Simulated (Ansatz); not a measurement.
Process, species as SMILES: Cl[O] (O-Cl) → ClO+ (triplet, bonded as [O]Cl) + e-
B3LYP-D3(BJ)/def2-TZVP geometries, fixed; electronic energies without zero-point terms.
Largest species:
```xyz
2

Cl     0.0000     0.0000    -0.5055
O      0.0000     0.0000     1.0742
```
Charge 0, spin multiplicity 2.

Basis-set convergence of the adiabatic ionisation energy at PBE with Ansatz (a quantum-chemistry and plane-wave program). All functions are spherical. The program fits the integrals of some runs and decomposes those of others, by size. Open shells are unrestricted. No added dispersion term, no relativity. Functions are those of the species that has most. Reference: the value in aug-cc-pV(5+d)Z, 10.647 eV, itself unsure by roughly 0.003 eV (its mean distance from pcseg-4, aug-pcseg-3, aug-cc-pV(Q+d)Z).

```
basis              functions  adiabatic ionisation energy (eV)
-----------------  ---------  --------------------------------
3-21G                     22                        (withheld)
def2-SVPD                 50                        (withheld)
pcseg-2                   64                            10.670
6-311++G(3df,3pd)         86                            10.660
def2-TZVPD                86                            10.658
def2-TZVPPD               91                            10.658
aug-cc-pV(T+d)Z          101                        (withheld)
def2-QZVPP               127                        (withheld)
def2-QZVPPD              145                            10.647
```

Complete the blanks.


- 3-21G, adiabatic ionisation energy (eV): 10.969
- def2-SVPD, adiabatic ionisation energy (eV): 10.898
- aug-cc-pV(T+d)Z, adiabatic ionisation energy (eV): 10.662
- def2-QZVPP, adiabatic ionisation energy (eV): 10.633
